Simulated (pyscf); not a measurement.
## Four-centre exchange: H₃C–Al(CH₃)–F + H₂ -> CH₄ + H₃C–AlH–F

Gas phase, singlet surface, charge 0. Bonds broken: C1–Al2, H5–H12. Bonds formed: C1–H5, Al2–H12. Structures and frequencies: ωB97X-D3(BJ)/def2-SVP in PySCF.

Transition state (Å):

```xyz
12

C     -1.1278    -2.2884     0.6946
Al     0.3489    -0.7908     0.6537
C      1.4904    -0.8005     2.2181
F     -0.3019     0.6101    -0.0017
H      0.0319    -2.1538    -0.2421
H     -1.8591    -1.5650     1.1059
H     -1.6535    -2.7795    -0.1398
H      0.8825    -0.7410     3.1368
H      2.1792     0.0597     2.2227
H      2.0969    -1.7188     2.2807
H     -0.9026    -3.0409     1.4662
H      0.9274    -1.7801    -0.6732
```

One imaginary mode, 1434i cm⁻¹; descent along it reached the two sides named, in the forms told below.

```json
[
 {"bond": "C1–Al2", "change": "breaks", "reactant side (Å)": "1.948", "saddle": "2.104", "product side": "2.8"},
 {"bond": "H5–H12", "change": "breaks", "reactant side (Å)": "0.763", "saddle": "1.062", "product side": "2.581"},
 {"bond": "C1–H5", "change": "forms", "reactant side (Å)": "2.9", "saddle": "1.497", "product side": "1.104"},
 {"bond": "Al2–H12", "change": "forms", "reactant side (Å)": "2.368", "saddle": "1.753", "product side": "1.581"}
]
```

Electronic energies relative to the separated reactants (eV):

```csv
level,barrier,reaction energy,reverse barrier
ωB97X-D3(BJ)/def2-TZVP,1.26,-0.20,1.46
PBE/def2-TZVP,1.05,-0.22,1.26
r²SCAN/def2-TZVP,1.06,-0.19,1.25
B3LYP-D3(BJ)/def2-TZVP,1.24,-0.24,1.48
PBE0-D3(BJ)/def2-TZVP,1.09,-0.22,1.31
M06-2X/def2-TZVP,1.32,-0.13,1.45
ωB97M-D3(BJ)/def2-TZVP,1.28,-0.23,1.52
HF/def2-TZVP,1.81,-0.48,2.28
```

With ωB97M-D3(BJ)/def2-TZVP energies and thermal terms (ideal gas, 1 atm, RRHO with modes under 100 cm⁻¹ raised to 100, one conformer, R ln 2 for chiral ones without a mode under 150 cm⁻¹), in eV:

```csv
T (K),ΔH‡,ΔG‡,ΔH,ΔG
298,1.34,1.72,-0.12,-0.15
600,1.29,2.13,-0.18,-0.16
900,1.28,2.55,-0.23,-0.13
1200,1.28,2.97,-0.26,-0.10
```

On the product side the descent ends in a complex, 0.18 eV under the separated species and 1.64 eV under the saddle at ωB97X-D3(BJ)/def2-TZVP. At the saddle there is also a short Al–H contact that neither side keeps. One saddle was located; it need not be the lowest between these sides.
